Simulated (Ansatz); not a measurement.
Run this with the Ansatz DFT code, driven from Python and show what comes out.

Script `bh2os.py`:
```python
"""Relaxed scan of one distance in BH2OS."""

import ansatz as az
import numpy as np

BASIS = "def2-SVP"
XC = "pbe0"

geometry_ang = [
    ("O", [-1.2288, 0.0624, -0.6929]),
    ("B", [-0.5027, 0.5047, 0.4626]),
    ("S", [1.322, 0.7928, 0.2939]),
    ("H", [-1.1796, -0.872, -0.6956]),
    ("H", [1.639, -0.5615, 0.5907]),
]
geometry = az.Crystal.molecule()
for symbol, xyz in geometry_ang:
    geometry = geometry.atom(symbol, xyz)

job = (
    geometry.calculation()
    .basis(gaussian=BASIS)
    .functional(XC)
    .spin("collinear", total=1)
)
symbols = [site.symbol for site in geometry.cartesian_sites]
pairs = [(0, 1), (0, 3), (1, 2), (2, 4)]
print("held (A)   E (eV)        ", "  ".join(f"{symbols[i]}{i}-{symbols[j]}{j}" for i, j in pairs))
for length in [1.71, 1.85, 2.0, 2.23, 2.5]:
    rep = job.relax(constraints=[az.DistanceConstraint((1, 2), at=length)], force_tolerance=0.02, max_steps=60).run(threads=1, pin="off").report
    xyz = np.array(rep["positions_ang"])
    print(f"{length:6.2f} {rep['free_energy_ev']:14.5f}  ", "  ".join(f"{np.linalg.norm(xyz[i] - xyz[j]):.3f}" for i, j in pairs))
```

Output of `python bh2os.py`:
```text
held (A)   E (eV)         O0-B1  O0-H3  B1-S2  S2-H4
DeckWarning: relax.constraints: the input's atoms, or those drawn, lie off the distances that are held; a relaxation that starts there is brought onto them ahead of its first SCF, by positions alone, [...]
  1.71   -13578.82153   1.335  0.969  1.710  1.371
  1.85   -13578.85797   1.330  0.968  1.850  1.361
  2.00   -13578.59126   1.324  0.968  2.000  1.357
  2.23   -13577.95832   1.313  0.967  2.230  1.355
  2.50   -13577.32178   1.301  0.968  2.500  1.349
```
(Warnings from the package without file and line, shortened, repeats left out.)

These settings explore the input space; basis and method may be short of convergence. The energies are electronic: no zero-point or thermal terms, and the basis set is short of its limit. The species is open-shell (spin multiplicity 2). It ran for 2.8 min on 1 thread of Arm Neoverse V1, with other jobs on the host, peak memory 0.21 GiB.
